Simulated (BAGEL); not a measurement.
**UHF/STO-3G (density fitting with qzvpp-jkfit) run of C2H4F2S+ (SMILES FC[S+]CF)**

Aim: the vertical ionisation energy of C2H4F2S+ at UHF/STO-3G (density fitting with qzvpp-jkfit), from 2 runs. 

Program for the calculation: BAGEL 1.2.2.

1 further run of the same task is left out (set aside as unsound or not needed).

**1. The system as given**

C2H4F2S+: 9 atoms, total charge +1, spin state doublet. SMILES: `FC[S+]CF`. The coordinates come from a GFN2-xTB relaxation. This is one conformer, not always the lowest.

Bond lengths: F1–C2 1.334 Å, C2–S3 1.829 Å, S3–C4 1.829 Å, C4–F5 1.334 Å, C2–H6 1.103 Å, C2–H7 1.099 Å, C4–H8 1.103 Å, C4–H9 1.100 Å. Some angles: F1–C2–S3 110.9°, C2–S3–C4 100.9°, S3–C4–F5 110.9°, F1–C2–H6 109.0°, F1–C2–H7 109.7°, S3–C2–H6 109.3°, S3–C2–H7 107.6°, S3–C4–H8 109.2°, S3–C4–H9 107.7°, F5–C4–H8 109.0°.

**2. A single-point energy at UHF/STO-3G (density fitting with qzvpp-jkfit)**

The input, job.json:

```json
{ "bagel" : [

{
  "title" : "molecule",
  "basis" : "sto-3g",
  "df_basis" : "qzvpp-jkfit",
  "angstrom" : true,
  "geometry" : [
    { "atom" : "F", "xyz" : [      -0.203600,       0.259570,      -1.634880 ] },
    { "atom" : "C", "xyz" : [       0.934590,       0.437860,      -0.963110 ] },
    { "atom" : "S", "xyz" : [       0.938310,      -0.537130,       0.584340 ] },
    { "atom" : "C", "xyz" : [      -0.836200,      -0.493940,       1.024090 ] },
    { "atom" : "F", "xyz" : [      -1.389590,       0.662740,       0.656920 ] },
    { "atom" : "H", "xyz" : [       1.044980,       1.507810,      -0.720500 ] },
    { "atom" : "H", "xyz" : [       1.782440,       0.096600,      -1.573850 ] },
    { "atom" : "H", "xyz" : [      -1.357280,      -1.320050,       0.512350 ] },
    { "atom" : "H", "xyz" : [      -0.913650,      -0.613460,       2.114640 ] }
  ]
},

{ "title" : "uhf", "charge" : 1, "nopen" : 1 },

{ "title" : "print", "file" : "orbitals.molden", "orbitals" : true }

]}
```

Command:

```
BAGEL_NUM_THREADS=1 BAGEL job.json > job.out
```

The log of the run:

```text
* using 1 threads per process

  ===============================================================
  ===============================================================

  *** Geometry ***

  { "atom" : "F", "xyz" : [     -0.384748,      0.490516,     -3.089475 ] },
  { "atom" : "C", "xyz" : [      1.766119,      0.827435,     -1.820014 ] },
  { "atom" : "S", "xyz" : [      1.773149,     -1.015029,      1.104243 ] },
  { "atom" : "C", "xyz" : [     -1.580189,     -0.933411,      1.935250 ] },
  { "atom" : "F", "xyz" : [     -2.625945,      1.252397,      1.241399 ] },
  { "atom" : "H", "xyz" : [      1.974726,      2.849348,     -1.361548 ] },
  { "atom" : "H", "xyz" : [      3.368323,      0.182548,     -2.974145 ] },
  { "atom" : "H", "xyz" : [     -2.564887,     -2.494533,      0.968201 ] },
  { "atom" : "H", "xyz" : [     -1.726548,     -1.159271,      3.996090 ] },

  Number of auxiliary basis functions:      504

  Since a DF basis is specified, we compute 2- and 3-index integrals:
    o Being stored without compression. Storage requirement is 0.004 GB

  Number of basis functions:       33
  Number of electrons      :       50

    * METHOD: MOLECULE                             0.26

  *** Open-shell HF ***

  === Nuclear Repulsion ===
   245.4554592540

      * DIIS with orbital gradients will be used.

  === UHF iteration (sto-3g) ===
      0       -665.96824510          0.04416953           0.06
      1       -666.13651338          0.01270524           0.06
      2       -666.15137965          0.00397358           0.06
      3       -666.15321755          0.00124019           0.06
      4       -666.15378237          0.00016009           0.06
      5       -666.15382654          0.00006724           0.06
      6       -666.15385046          0.00002820           0.06
      7       -666.15386029          0.00001349           0.06
      8       -666.15386468          0.00000291           0.06
      9       -666.15386505          0.00000124           0.06
     10       -666.15386516          0.00000044           0.05
     11       -666.15386518          0.00000022           0.05
     12       -666.15386519          0.00000013           0.06
     13       -666.15386519          0.00000004           0.05
     14       -666.15386519          0.00000002           0.06
     15       -666.15386519          0.00000001           0.05
     16       -666.15386519          0.00000001           0.06
    * SCF iteration converged.

    * S^2 (UHF) is 0.7607

    * Permanent dipole moment:
           (   -1.048002,     0.605478,    -0.644158) a.u.

    * METHOD: UHF                                  1.10

    * METHOD: PRINT                                0.00

  ===============================================================
```

It took 1.6 s on 1 thread of Intel Xeon Platinum 8259CL at 2.50GHz (Skylake/Cascade Lake), shared host; peak memory 0.08 GiB.

**3. Singlet [C2H4F2S]2+, same level**

The input, input.json:

```json
{ "bagel": [

{
  "title": "molecule",
  "basis": "sto-3g",
  "df_basis": "qzvpp-jkfit",
  "angstrom": true,
  "geometry": [
    { "atom": "F", "xyz": [   -0.203600,    0.259570,   -1.634880 ] },
    { "atom": "C", "xyz": [    0.934590,    0.437860,   -0.963110 ] },
    { "atom": "S", "xyz": [    0.938310,   -0.537130,    0.584340 ] },
    { "atom": "C", "xyz": [   -0.836200,   -0.493940,    1.024090 ] },
    { "atom": "F", "xyz": [   -1.389590,    0.662740,    0.656920 ] },
    { "atom": "H", "xyz": [    1.044980,    1.507810,   -0.720500 ] },
    { "atom": "H", "xyz": [    1.782440,    0.096600,   -1.573850 ] },
    { "atom": "H", "xyz": [   -1.357280,   -1.320050,    0.512350 ] },
    { "atom": "H", "xyz": [   -0.913650,   -0.613460,    2.114640 ] }
  ]
},
{ "title": "hf", "charge": 2 },
{ "title": "print", "file": "orbitals.molden", "orbitals": true }

]}
```

Command:

```
BAGEL_NUM_THREADS=1 BAGEL input.json > input.out
```

The log of the run:

```text
* using 1 threads per process

  ===============================================================
  ===============================================================

  *** Geometry ***

  { "atom" : "F", "xyz" : [     -0.384748,      0.490516,     -3.089475 ] },
  { "atom" : "C", "xyz" : [      1.766119,      0.827435,     -1.820014 ] },
  { "atom" : "S", "xyz" : [      1.773149,     -1.015029,      1.104243 ] },
  { "atom" : "C", "xyz" : [     -1.580189,     -0.933411,      1.935250 ] },
  { "atom" : "F", "xyz" : [     -2.625945,      1.252397,      1.241399 ] },
  { "atom" : "H", "xyz" : [      1.974726,      2.849348,     -1.361548 ] },
  { "atom" : "H", "xyz" : [      3.368323,      0.182548,     -2.974145 ] },
  { "atom" : "H", "xyz" : [     -2.564887,     -2.494533,      0.968201 ] },
  { "atom" : "H", "xyz" : [     -1.726548,     -1.159271,      3.996090 ] },

  Number of auxiliary basis functions:      504

  Since a DF basis is specified, we compute 2- and 3-index integrals:
    o Being stored without compression. Storage requirement is 0.004 GB

  Number of basis functions:       33
  Number of electrons      :       50

    * METHOD: MOLECULE                             0.27

  *** RHF ***

  === Nuclear Repulsion ===
   245.4554592540

      * DIIS with orbital gradients will be used.

  === RHF iteration (sto-3g) ===
      0       -665.24833839          0.02615522           0.03
      1       -665.40353564          0.01795352           0.03
      2       -665.50762409          0.00431020           0.03
      3       -665.51508153          0.00158089           0.03
      4       -665.51747816          0.00074597           0.03
      5       -665.51832445          0.00027227           0.03
      6       -665.51847412          0.00010450           0.03
      7       -665.51849477          0.00003337           0.03
      8       -665.51849624          0.00001824           0.03
      9       -665.51849691          0.00001054           0.03
     10       -665.51849723          0.00000440           0.03
     11       -665.51849729          0.00000172           0.03
     12       -665.51849729          0.00000047           0.03
     13       -665.51849729          0.00000024           0.03
     14       -665.51849729          0.00000013           0.03
     15       -665.51849729          0.00000006           0.03
     16       -665.51849729          0.00000002           0.03
     17       -665.51849729          0.00000001           0.03
     18       -665.51849729          0.00000001           0.03
    * SCF iteration converged.

    * Permanent dipole moment:
           (   -1.667803,     0.960912,    -1.023152) a.u.

    * METHOD: HF                                   0.67

    * METHOD: PRINT                                0.00

  ===============================================================
```

Run time: 1.2 s. Hardware: 1 thread of Intel Xeon Platinum 8259CL at 2.50GHz (Skylake/Cascade Lake), shared host; peak memory 0.08 GiB.

**4. Outcome**

At UHF/STO-3G (density fitting with qzvpp-jkfit):

| quantity | value |
| --- | --- |
| doublet C2H4F2S+: total energy | -666.15387 Eh |
| doublet C2H4F2S+: ⟨S²⟩ | 0.761 |
| singlet [C2H4F2S]2+: total energy | -665.51850 Eh |
| singlet [C2H4F2S]2+: HOMO energy | -24.74 eV |
| singlet [C2H4F2S]2+: LUMO energy | -15.86 eV |
| singlet [C2H4F2S]2+: HOMO–LUMO gap | 8.88 eV |
| vertical ionisation energy (to the singlet dication) | 17.289 eV |

In words: Removing an electron at fixed nuclei costs 17.29 eV (1668 kJ/mol). Only the singlet of the ionised species was computed; a triplet could lie lower. In a minimal basis such a difference can be off by several eV, whatever the method.
